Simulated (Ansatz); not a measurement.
How the smallest direct gap on the k points sampled of antifluorite Mg₂Sn moves with the method

No measured value is used here.

```tsv
level (code)	value (eV)
CAM-B3LYP (Ansatz)	4.30
HISS (Ansatz)	2.31
PBE0+SOC (Ansatz)	2.43
Hartree–Fock (Ansatz)	6.81
G0W0@HSE06 (Ansatz)	2.14
```

At these levels the smallest gap is indirect and lower: CAM-B3LYP 2.22, HISS 0.33, PBE0+SOC 0.59, Hartree–Fock 4.20, G0W0@HSE06 0.47 eV. Computed values are for a static lattice. Levels without +SOC have no spin–orbit coupling; where heavier elements are present it shifts gaps, mostly down, and can invert bands.  G0W0@HSE06: filled d or f shells below the valence bands can shift G0W0 gaps through exchange with them, which wasn't tested here. G0W0@HSE06: GW on a hybrid start was not checked against another program. Values are at the measured cell. Ansatz's density-functional and Hartree–Fock values are scalar-relativistic unless marked +SOC, with PAW data made under PBE.

Ansatz is a quantum-chemistry and plane-wave program.
